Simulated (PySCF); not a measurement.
Thiocyanic acid, CHNS.
Structure used (PBE0-D3(BJ)/def2-TZVP), in Å, numbered top down from 1:
```xyz
4
CHNS angstrom
N      1.7702   -0.0882   -0.4477
C      0.6317    0.0996   -0.4293
S     -1.0162    0.4448   -0.4728
H     -1.3477   -0.4815    0.4451
```

The closed-shell ground state was solved at several levels (PySCF, density fitting, gas phase, non-relativistic). Isolated species at its PBE0-D3(BJ)/def2-TZVP geometry, gas phase.

| level | basis functions | HOMO (eV) | LUMO (eV) | gap (eV) | dipole (D) |
| --- | --- | --- | --- | --- | --- |
| B97-2/pcSseg-2 | 129 | -8.07 | -1.13 | 6.94 | 3.54 |
| wB97X-D/pcSseg-2 | 129 | -10.15 | 0.77 | 10.92 | 3.55 |
| PBE0/pcSseg-2 | 129 | -8.31 | -1.06 | 7.25 | 3.56 |

Q: What might KT3/pcSseg-2 (129 basis functions) give for the same quantities?

A: HOMO -7.14 eV, LUMO -2.09 eV, gap 5.05 eV, dipole 3.45 D.

Q: Over all these levels, which gives the widest orbital gap and which the narrowest?

A: wB97X-D/pcSseg-2 (range-separated hybrid) has the widest, 10.92 eV, and KT3/pcSseg-2 (GGA) the narrowest, 5.05 eV. From the narrowest to the widest the HOMO moves by -3.01 eV and the LUMO by +2.86 eV.

Q: In the pcSseg-2 basis, how does the gap go with the fixed share of exact exchange?

A: KT3 (0 %) 5.05 eV; B97-2 (21 %) 6.94 eV; PBE0 (25 %) 7.25 eV. Each rise in the share widens the gap here.

Q: How far do the dipole and the HOMO energy spread over the levels?

A: The dipole runs from 3.45 to 3.56 D (mean 3.52 D) and the HOMO from -10.15 to -7.14 eV.
